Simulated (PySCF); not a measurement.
# MP2/STO-3G run of BH2Cl (SMILES BCl)

Aim: the vertical ionisation energy of BH2Cl at MP2/STO-3G, from 2 runs. Input form: a Python script.

The results are computed with PySCF 2.14.0.

10 further runs of the same task are left out: 10 set aside as unsound or not needed.

## 1. The molecule

The species is BH2Cl (4 atoms), meant as a singlet with charge 0. SMILES: `BCl`. The coordinates come from a PBE0-D4/def2-TZVP relaxation.

Bond lengths: B1–Cl2 1.733 Å, B1–H3 1.190 Å, B1–H4 1.190 Å. Angles: Cl2–B1–H3 118.1°, Cl2–B1–H4 118.1°, H3–B1–H4 123.7°.

## 2. The energy at MP2/STO-3G

input.py reads:

```python
from pyscf import gto, scf, mp

system = gto.M(
    atom='''
B     -0.220531     0.041007    -0.142296
Cl     2.579476    -0.747009     1.362870
H     -2.090415    -1.057302     0.454290
H     -0.163650     1.649353    -1.713226
''',
    verbose=3,
    unit='bohr',
    basis='sto-3g',
    spin=0,
    max_memory=1860,
    charge=0,
)

mf = scf.RHF(system)
mf.conv_tol = 1e-10
mf.kernel()
if not mf.converged:
    mf = mf.newton().run(mf.mo_coeff, mf.mo_occ)

pt = mp.MP2(mf, frozen=6).run()
e_tot = pt.e_tot
print('Final energy', e_tot)
```

The run is started by

```sh
$ OMP_NUM_THREADS=1 python input.py
```

Output:

```text
converged SCF energy = -480.128634928296
E(RMP2) = -480.172658469397  E_corr = -0.0440235411007798
E(SCS-RMP2) = -480.177279457841  E_corr = -0.0486445295443072
Final energy -480.1726584693973
```

Wall time 0.7 s (1 thread of Arm Neoverse V1, shared host); peak memory 0.12 GiB.

## 3. The doublet cation at the same level

calc.py reads:

```python
from pyscf import gto, scf, mp

molecule = gto.M(
    atom='B -0.116700 0.021700 -0.075300; Cl 1.365000 -0.395300 0.721200; H -1.106200 -0.559500 0.240400; H -0.086600 0.872800 -0.906600',
    basis='sto-3g',
    charge=1,
    spin=1,
    verbose=3,
    max_memory=1860,
)

myscf = scf.UHF(molecule)
myscf.conv_tol = 1e-10
myscf.kernel()
if not myscf.converged:
    myscf = myscf.newton().run(myscf.mo_coeff, myscf.mo_occ)

pt = mp.MP2(myscf, frozen=6).run()
etot = pt.e_tot
print('E = %.10f Eh' % etot)
```

The run is started by

```sh
$ OMP_NUM_THREADS=1 python calc.py
```

Output:

```text
converged SCF energy = -479.759284524206  <S^2> = 0.75371186  2S+1 = 2.0037084
E(UMP2) = -479.800885936223  E_corr = -0.0416014120165042
E(SCS-UMP2) = -479.804614330145  E_corr = -0.0453298059385342
E = -479.8008859362 Eh
```

It took 0.72 s on 1 thread of Arm Neoverse V1, shared host; peak memory 0.12 GiB.

## 4. Outcome

At MP2/STO-3G, 6 core orbitals frozen:

```
                                                                  quantity          value
                                               singlet BH2Cl: total energy  -480.17266 Eh
                       singlet BH2Cl: dipole moment (Hartree–Fock density)         1.50 D
                        singlet BH2Cl: HOMO energy (Hartree–Fock orbitals)      -10.58 eV
                        singlet BH2Cl: LUMO energy (Hartree–Fock orbitals)        5.63 eV
                      singlet BH2Cl: HOMO–LUMO gap (Hartree–Fock orbitals)       16.21 eV
                singlet BH2Cl: correlation energy (6 core orbitals frozen)      -44.0 mEh
                                              doublet cation: total energy  -479.80089 Eh
doublet cation: HOMO energy (Hartree–Fock orbitals) (highest over α and β)      -21.11 eV
 doublet cation: LUMO energy (Hartree–Fock orbitals) (lowest over α and β)       -9.46 eV
               doublet cation: correlation energy (6 core orbitals frozen)      -41.6 mEh
                         doublet cation: ⟨S²⟩ of the reference determinant          0.754
                        vertical ionisation energy (to the doublet cation)      10.116 eV
```

In words: Removing an electron at fixed nuclei costs 10.12 eV (976 kJ/mol). In a minimal basis such a difference can be off by several eV, whatever the method. Mulliken charges (singlet BH2Cl) of the mean-field density run from -0.22 on Cl2 to +0.29 on B1.
